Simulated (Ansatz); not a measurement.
Computed with Ansatz on PBE0-D4/def2-TZVP structures; ΔE is electronic, products minus reactants. CCSD(T)/CBS adds triple-zeta CCSD(T) − MP2 to the extrapolated MP2 energy (def2 sets, frozen cores). This one scheme is used for every species. Each species was taken in one conformer, which may not be the lowest.

Reaction (substitution at a C–S bond): `FCS` + `OCS` → `FCOCS` + H₂S

| species | HF/def2-SVP energy (Eh) |
| --- | --- |
| `FCS` | -536.33108 |
| `OCS` | -512.35508 |
| `FCOCS` | -650.13370 |
| H₂S | -398.56703 |

**Question.** Work out ΔE.

**Answer.** ΔE = (-650.13370) + (-398.56703) − (-536.33108) − (-512.35508) = -0.01457 Eh = -0.40 eV. CCSD(T)/CBS gives -0.11 eV.

**Question.** What do rigid-rotor, harmonic-oscillator terms from PBE0-D4/def2-TZVP frequencies (298.15 K, 1 bar) make of the CCSD(T)/CBS value? (Best estimate.)

**Answer.** Computed: ΔZPE = -0.07 eV, ΔH = -0.16 eV, ΔS = -13 J/(mol·K), ΔG = -0.12 eV. Modes under 50 cm⁻¹ make the entropy rough.

Largest T1 diagnostic among the species: 0.012.

At CCSD(T), def2-SVP lies −0.25 eV from the extrapolated value and def2-TZVPP −0.06 eV. In def2-TZVPP, CCSD(T) changes the Hartree–Fock value by +0.04 eV (the triples alone add +0.00 eV) and MP2 by +0.09 eV. Leaving LDA and LC-ωPBE aside and taking each functional with its dispersion term where it has one, the values, not all of them listed here, spread over 0.11 eV, from CAM-B3LYP-D4 to revPBE-D4. LDA lies −0.09 eV from PBE without D4.
